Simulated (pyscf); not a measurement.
GeH₂ (SMILES [GeH2]) [singlet] + Cl–Cl (SMILES ClCl) → Cl–GeH₂–Cl (SMILES [Cl][GeH2][Cl]), an insertion (singlet surface; Cl–Cl broken, Cl–Ge, Cl–Ge formed). Single points on ωB97X-D3(BJ)/def2-SVP structures (PySCF, gas phase). Energies in eV from the separated reactants.

Small-basis levels: PySCF, no dispersion term, spherical d functions. AM1 to PM7: differences of heats of formation from MOPAC, which are fitted to 298 K values and so differ in kind from electronic energies by zero-point and thermal terms. Cost: rough CPU time at the saddle relative to B3LYP/6-31G*+LANL2DZ, from one job on a shared machine.

| level | barrier | reaction energy | cost |
|---|---|---|---|
| HF/3-21G | (withheld) | -5.59 | 0.2 |
| BP86/6-31G*+LANL2DZ | -0.67 | -4.52 | 2 |
| PBE/6-31G*+LANL2DZ | -0.74 | -4.60 | 2 |
| B3LYP/3-21G | -1.19 | -5.54 | 1 |
| M06-2X/6-31G*+LANL2DZ | (withheld) | -4.92 | 2 |
| PBE/def2-SVP | -0.94 | -4.95 | 3 |
| PM7 | -1.20 | -5.98 | under 0.02 |
| ωB97M-D3(BJ)/def2-TZVP | (withheld) | -4.87 | – |

What belongs in the gaps?


- HF/3-21G, barrier: 0.38
- M06-2X/6-31G*+LANL2DZ, barrier: -0.02
- ωB97M-D3(BJ)/def2-TZVP, barrier: 0.17

Against the last row the barrier runs from -1.37 (PM7) to +0.21 eV (HF/3-21G). At BP86/6-31G*+LANL2DZ, PBE/6-31G*+LANL2DZ, B3LYP/3-21G, M06-2X/6-31G*+LANL2DZ, PBE/def2-SVP, PM7 this geometry lies under one side, so the entry may be no barrier of that level: it is a single point on another level's saddle. ωB97M-D3(BJ)/def2-TZVP has limits of its own. On the reactant side the descent ends in an adduct with a Cl–Ge contact, 0.38 eV under the separated species and 0.43 eV under the saddle at ωB97X-D3(BJ)/def2-TZVP. What is counted as formed (Cl–Ge) is already present as a longer contact in the reactant adduct; forming that adduct is a step of its own. At ωB97X-D3(BJ)/def2-TZVP the barrier from the zero used here is 0.05 eV. This is the saddle that the search found; another between the same sides may lie lower. A restricted solution here is unstable towards spin polarisation, so biradical character is likely and single-reference numbers are less safe. In the def2 sets elements up to Kr have no core potential.
